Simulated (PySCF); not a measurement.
Compound: C2HF2S (charge -1).
Z-matrix (Å and degrees, GFN2-xTB geometry), rows numbered from 1:
```
F 
C   1  1.3714
C   2  1.3439  1  123.52
F   3  1.4032  2  110.70  1   179.91
S   3  1.6739  2  132.36  1    -0.05
H   2  1.0798  1  112.28  3   179.92
```

PySCF, density fitting, gas phase, GFN2-xTB geometry. The standard run uses grid level 2 after a coarse-grid start, the def2-universal JK fitting basis (with tight functions added where the orbital basis needs them), an energy threshold of 1e-9 Eh and DIIS. The changed runs have no coarse-grid stage.

Standard PBE0/pcSseg-1: E = -674.245031 Eh, HOMO -0.178 eV, LUMO 6.074 eV, 13 cycles (coarse-grid cycles included). What changes at PBE0/pcSseg-1 with: start guess vsap?

E = -674.245031 Eh (0.000 mEh), HOMO -0.178 eV (0.000), LUMO 6.074 eV (0.000), 13 SCF cycles. The result matches the standard run within 0.02 mEh and 0.003 eV; such settings steer the iterations and don't enter the energy expression.

The cycles:
```
cycle   1  E = -672.6731902739  dE =  6.658e-01  |g| = 2.323e+00  |ddm| = 4.490e+00
cycle   2  E = -666.8878271559  dE =  5.785e+00  |g| = 4.858e+00  |ddm| = 6.263e+00
cycle   3  E = -674.1591536288  dE = -7.271e+00  |g| = 5.949e-01  |ddm| = 4.923e+00
cycle   4  E = -674.1993952845  dE = -4.024e-02  |g| = 5.117e-01  |ddm| = 1.065e+00
cycle   5  E = -674.2428595758  dE = -4.346e-02  |g| = 1.097e-01  |ddm| = 3.701e-01
cycle   6  E = -674.2449608778  dE = -2.101e-03  |g| = 2.110e-02  |ddm| = 8.939e-02
cycle   7  E = -674.2450242825  dE = -6.340e-05  |g| = 5.569e-03  |ddm| = 1.962e-02
cycle   8  E = -674.2450275667  dE = -3.284e-06  |g| = 3.850e-03  |ddm| = 8.472e-03
cycle   9  E = -674.2450306524  dE = -3.086e-06  |g| = 6.951e-04  |ddm| = 4.020e-03
cycle  10  E = -674.2450307977  dE = -1.453e-07  |g| = 1.486e-04  |ddm| = 1.100e-03
cycle  11  E = -674.2450308006  dE = -2.923e-09  |g| = 7.896e-05  |ddm| = 1.816e-04
cycle  12  E = -674.2450308018  dE = -1.236e-09  |g| = 8.173e-06  |ddm| = 7.520e-05
cycle  13  E = -674.2450308018  dE = -1.614e-11  |g| = 2.368e-06  |ddm| = 1.637e-05
```
